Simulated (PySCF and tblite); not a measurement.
The numbers below are computed, except where a source is named.
# Conformer ensemble of C4H8O, numbered as in [CH3:1][CH2:2][C:3]([CH3:4])=[O:5]

The ensemble was built from 90 distance-geometry starts (ETKDG and KDG, MMFF94s, GFN2-xTB) and rests on PBE0-D3(BJ)/def2-SVP geometries. Weights use PBE0-D3(BJ)/def2-TZVP energies plus GFN2-xTB zero-point and thermal terms (modes under about 100 cm⁻¹ blended into free rotors). Symmetry numbers and mirror images are counted. Conformers within 4 kcal/mol (GFN2-xTB free energy) were kept, 5 at most. GIAO shieldings: PBE0/pcSseg-1. Shifts are against TMS (¹H), TMS (¹³C) at the same level. Programs: PySCF with density fitting and tblite.

Torsions listed: C1–C2–C3–O5. Of a mirror pair one member is shown.

| conformer | shape | symmetry | E(GFN2) kcal/mol | E(DFT) kcal/mol | G(298.15 K) kcal/mol | weight % | dipole D |
| --- | --- | --- | --- | --- | --- | --- | --- |
| 1 | 0° | Cs | 0.00 | 0.00 | 0.00 | 89.9 | 2.85 |
| 2 | -91° | C1 (pair) | 0.21 | 1.32 | 1.29 | 10.1 | 2.95 |

Weights (%) against temperature:

| T (K) | 1 | 2 | S(mix) cal/mol/K |
| --- | --- | --- | --- |
| 250 | 93.7 | 6.3 | 0.55 |
| 273.15 | 91.9 | 8.1 | 0.67 |
| 298.15 | 89.9 | 10.1 | 0.79 |
| 323.15 | 87.8 | 12.2 | 0.91 |
| 373.15 | 83.7 | 16.3 | 1.11 |

Averaged shifts at 298.15 K. ¹H: 2.17 (H2, 2H), 2.07 (H4, 3H), 0.99 (H1, 3H) ppm. ¹³C: 210.2 (C3), 37.7 (C2), 30.6 (C4), 9.3 (C1) ppm.

Coordinates of conformer 1 (Å):

```xyz
13

C    -1.908    0.139   -0.089
C    -0.540   -0.209    0.462
C     0.557   -0.182   -0.583
C     1.951   -0.508   -0.105
O     0.326    0.087   -1.738
H    -2.198   -0.560   -0.886
H    -2.674    0.106    0.700
H    -1.908    1.146   -0.531
H    -0.533   -1.212    0.926
H    -0.243    0.477    1.276
H     1.978   -1.510    0.352
H     2.651   -0.467   -0.949
H     2.267    0.206    0.673
```

Shifts are unscaled: against experiment ¹³C can be off by 15 ppm or more and ¹H by 0.8 ppm.

Search and properties took 42 s on 1 thread of Arm Neoverse V1, shared host (rough), launched as `OMP_NUM_THREADS=1 python ens_run.py task.json out`.
